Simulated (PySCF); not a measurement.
Compound: H2O3P (charge -1).
Numbering: `[O:1]=[P@H:2]([O-:3])[OH:4]` (hydrogens: H5 on P2; H6 on O4)

The same species was optimised twice, with GFN2-xTB and with PBE0-D3(BJ)/def2-SVP (PySCF), and the same property calculations (PySCF, gas phase) were run on both structures.

| coordinate | GFN2-xTB | PBE0-D3(BJ)/def2-SVP | change |
| --- | --- | --- | --- |
| P2–O4 (Å) | 1.668 | 1.682 | +0.014 |
| O4–H6 (Å) | 0.955 | 0.965 | +0.010 |
| P2–O4–H6 (°) | 99.6 | 101.1 | +1.5 |

Rotational constants: A = 8696, B = 7955, C = 4616 MHz (GFN2-xTB) against A = 8609, B = 7668, C = 4520 MHz (PBE0-D3(BJ)/def2-SVP). End groups have turned between the structures, so O1, O3, H5 are left out of the comparison.

On the GFN2-xTB structure: HOMO (eV) -1.87 [PBE0/pcSseg-1]; LUMO (eV) 6.44 [PBE0/pcSseg-1]; GIAO shielding of O1/O3 (mean) (ppm) 150.4 [PBE0/pcSseg-1]; GIAO shielding of P2 (ppm) 329.5 [PBE0/pcSseg-1]; GIAO shielding of O4 (ppm) 195.1 [PBE0/pcSseg-1].

Problem. What do these properties become on the PBE0-D3(BJ)/def2-SVP structure?

Solution. 
```csv
property,level,on GFN2-xTB,on PBE0-D3(BJ)/def2-SVP,change
HOMO (eV),PBE0/pcSseg-1,-1.87,-1.95,-0.08
LUMO (eV),PBE0/pcSseg-1,6.44,6.45,+0.01
"energy, GFN2-xTB geometry as zero (kcal/mol)",PBE0/pcSseg-1,0.0,-1.9,-1.9
GIAO shielding of O1/O3 (mean) (ppm),PBE0/pcSseg-1,150.4,134.7,-15.7
GIAO shielding of P2 (ppm),PBE0/pcSseg-1,329.5,318.8,-10.7
GIAO shielding of O4 (ppm),PBE0/pcSseg-1,195.1,190.1,-5.0
```

The heavy atoms differ by 0.030 Å rms after alignment. Among the bonds compared P2–O4 changes most (+0.014 Å). Changes are differences of the printed values. Neither structure is proved a minimum here. One conformer (not necessarily the lowest) at the PBE0-D3(BJ)/def2-SVP geometry, without solvent, vibrations or thermal averaging.

The values belong to the conformer `[O:1]=[P@H:2]([O-:3])[OH:4]`: H–O4–P2–O1 136°.
